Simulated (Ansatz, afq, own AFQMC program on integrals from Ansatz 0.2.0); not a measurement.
## CH₃Ge, doublet: AFQMC among the cluster methods

```yaml
atoms:
  - { symbol: Ge, position_ang: [0.0000, 0.0000, 0.3176] }
  - { symbol: C, position_ang: [0.0092, 0.0000, -1.4648] }
  - { symbol: H, position_ang: [-0.9419, 0.0000, -1.7235] }
  - { symbol: H, position_ang: [0.4146, 0.8015, -1.8541] }
  - { symbol: H, position_ang: [0.4146, -0.8015, -1.8541] }
```

Connectivity, by distances: Ge–CH3.

Basis cc-pVDZ. Noble-gas cores (and the filled d shells of Ga–Kr and In–Xe) are frozen. AFQMC by an in-house program on the Cholesky factors that Ansatz 0.2.0 writes for its CCSD(T) run. ph-AFQMC/CISD is guided by a CISD state made of CCSD amplitudes; releasing the constraint for a short imaginary time cuts its bias at the price of noise, slowly where states lie close. Uncertainties: one standard error, sampling alone. No spin–orbit coupling.

Determinant: UHF, the one that the program's search chose, which needn't be the lowest solution. The geometry is a point of a scan.

No full CI on the walks' own integrals is used here. The released AFQMC energy serves as the reference, which it does only where one determinant dominates, the energy is flat over the last release times and near the phaseless one (40 meV or 2 meV an electron, half that with transition metals). On small molecules, where full CI could be run and the noise was under 10 meV, such values lay within 10 meV of it in 19 cases of 20, a flattering rate, since the rule was set on those same cases; what remains of the bias isn't in the error bar.

Cautions: no relativity below Rb; no spin-orbit coupling; inner d shell frozen; the released value is read at 2.40 1/Eh with a noise of 13 meV, more than in the cases checked (meV from the phaseless value at times in 1/Eh: -15 ± 12 at 0.24, -8 ± 9 at 0.51, -6 ± 13 at 0.99, -7 ± 13 at 1.62, -5 ± 13 at 2.40).

- T1 diagnostic: 0.0125
- weight of the determinant in the CISD state: 0.891
- ⟨S²⟩ of the determinant: 0.765
- size of the correlated space: 11 electrons in 41 orbitals

Reference: AFQMC with the constraint released, correlation energy -6.489 ± 0.013 eV.

```tsv
level	E − E(reference) (kJ/mol)	share of correlation (%)
HF	626.1 ± 1.3	0.00
MP2	98.9 ± 1.3	84.21
CCSD	17.0 ± 1.3	97.29
CCSD(T)	2.3 ± 1.3	99.64
ph-AFQMC/CISD	0.5 ± 1.6	99.93
```

A walk keeps the symmetry of its determinant, which the program's search chose and which needn't be the lowest solution, so a lower state of the same spin and another symmetry isn't excluded. Released energies are given only where the last usable release times agree within the noise; a slower fall can still hide under it.
